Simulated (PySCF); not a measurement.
A structure optimised at B3LYP-D3(BJ)/def2-TZVPD, used in a PySCF frequency run:

```
N
H 1 1.0281
H 1 1.0281 2 103.30
```
Charge 0, spin multiplicity 2.

Write its SMILES, formula and point group.

[NH2], H2N, C2v

What are its rotational constants (standard atomic weights)?

704.71, 385.61, 249.23 GHz
